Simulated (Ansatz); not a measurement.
Single points on PF₃.

```yaml
crystal:
  periodic: [false, false, false]
  atoms:
    - {symbol: P, position_ang: [-0.004619, 0.004466, 0.587358]}
    - {symbol: F, position_ang: [1.369797, -0.029651, -0.184829]}
    - {symbol: F, position_ang: [-0.658137, 1.197567, -0.210078]}
    - {symbol: F, position_ang: [-0.707051, -1.172381, -0.192450]}
basis:
  gaussian: {orbitals: def2-TZVP, initial_orbitals: start.molden}
hamiltonian: {xc: {name: PBE-QIDH}}
scf: {omitted_lower_state_checks: [starts]}
```

The file start.molden holds the orbitals of an earlier run on this structure, at another level or in another basis.

```sh
$ ansatz run in.yaml --threads 2 --pin off --events-out ev --progress --plain --max-ram 4352MiB
```

Output, abridged:

```
Functional definition: PBE-QIDH
838 factors; integrals over basis functions are off by at most 6.9e-4 eV
mean field evaluation 1: about -17422.3712 eV, gradient 1.9e1 eV
mean field evaluation 2: about -17422.6964 eV, gradient 4.5e-1 eV
mean field evaluation 4: about -17422.8817 eV, gradient 2.6e-3 eV
mean field evaluation 8: about -17422.8817 eV, gradient 9.5e-7 eV
mean field -17422.88172582 eV, -640.2790937706 hartree, gradient 8.8e-6 eV, S^2 0.000000; 0 other end points of the search recorded, 0 dependent functions left out
8 core orbitals not correlated: weight in the atoms' cores, before any rotation towards them, 1.000 or more for the frozen orbitals, at most 0.000 for the correlated occupied ones
reference -17422.88173199 eV, -640.2790939972 hartree; 13, 13 occupied and 109, 109 virtual orbitals, 838 factors
second order -26.85692906 eV of doubles, -0.00000000 eV of singles
Total energy: -17431.83404167 eV, -640.6080853101 hartree
Checks for a lower state left out: starts
```

Hardware: 2 threads of Intel Xeon 6975P-C on a shared host. Wall time 2.1 s.

As the first input, with `hamiltonian: {xc: pbe}`, `correlation: {method: rpa}` (abridged; 2 s):

```
Functional definition: PBE
mean field -17434.51233751 eV, -640.7065108666 hartree, gradient 1.6e-6 eV, S^2 0.000000
8 core orbitals not correlated: weight in the atoms' cores, before any rotation towards them, 1.000 or more for the frozen orbitals, at most 0.000 for the correlated occupied ones
Total energy: -17431.38931699 eV, -640.5917419793 hartree
Checks for a lower state left out: starts
```

The first input with `gaussian: {orbitals: def2-TZVPD, initial_orbitals: start.molden}`, `hamiltonian: {xc: pbe, dispersion: d4}`, `output: {orbitals: {seedname: orbitals}}` (abridged; 1.3 s):

```
Functional definition: PBE
mean field -17434.61944450 eV, -640.7104469759 hartree, gradient 2.0e-5 eV, S^2 0.000000
Total energy: -17434.67859096 eV, -640.7126205680 hartree
Checks for a lower state left out: starts
```

As the first input, with `hamiltonian: {xc: r2scan, dispersion: d4}`, `output: {orbitals: {seedname: orbitals}}` (abridged; 1.6 s):

```
Functional definition: r2SCAN
mean field -17442.38268403 eV, -640.9957407666 hartree, gradient 1.1e-5 eV, S^2 0.000000
Total energy: -17442.39575751 eV, -640.9962212082 hartree
Checks for a lower state left out: starts
```

The first input with `hamiltonian: {xc: {name: LC-wPBE, parameters: {omega: 0.3/bohr}}}`, `output: {orbitals: {seedname: orbitals}}` (abridged; 1.3 s):

```
Functional definition: LC-wPBE
mean field -17438.14367948 eV, -640.8399602226 hartree, gradient 2.3e-5 eV, S^2 0.000000
Total energy: -17438.14367949 eV, -640.8399602229 hartree
Checks for a lower state left out: starts
```

As the first input, with `gaussian: {orbitals: def2-TZVPD, initial_orbitals: start.molden}`, `hamiltonian: {xc: r2scan, dispersion: d4}`, `output: {orbitals: {seedname: orbitals}}` (abridged; 2.1 s):

```
Functional definition: r2SCAN
mean field -17442.46043817 eV, -640.9985981784 hartree, gradient 1.1e-5 eV, S^2 0.000000
Total energy: -17442.47352456 eV, -640.9990790943 hartree
Checks for a lower state left out: starts
```

As the first input, with `gaussian: {orbitals: def2-TZVPP, initial_orbitals: start.molden}`, `correlation: {method: ccsd_t}`, `output: {orbitals: {seedname: orbitals}}` and without the key `hamiltonian` (abridged; 12 s):

```
Functional definition: HF
mean field -17396.71932742 eV, -639.3176433628 hartree, gradient 6.5e-6 eV, S^2 0.000000
8 core orbitals not correlated: weight in the atoms' cores, before any rotation towards them, 1.000 or more for the frozen orbitals, at most 0.000 for the correlated occupied ones
second order -24.18869696 eV of doubles, -0.00000000 eV of singles
cycle   1  -23.75783681 eV  change    4.3e-1 eV  update   1.1e-1
cycle   2  -24.27407049 eV  change   -5.2e-1 eV  update   3.2e-2
cycle   3  -24.39767476 eV  change   -1.2e-1 eV  update   1.6e-2
cycle   4  -24.37658264 eV  change    2.1e-2 eV  update   3.4e-3
cycle   5  -24.37351328 eV  change    3.1e-3 eV  update   1.6e-3
cycle   6  -24.37504161 eV  change   -1.5e-3 eV  update   4.5e-4
cycle   7  -24.37486394 eV  change    1.8e-4 eV  update   1.6e-4
cycle   8  -24.37477343 eV  change    9.1e-5 eV  update   3.4e-5
cycle   9  -24.37479079 eV  change   -1.7e-5 eV  update   1.2e-5
perturbative correction -0.76402692 eV, -0.0280774713 hartree
Total energy: -17421.85814513 eV, -640.2414778739 hartree
Checks for a lower state left out: starts
```

Geometry: r2SCAN-D4/def2-TZVP.

Correlated methods freeze 8 core orbitals.
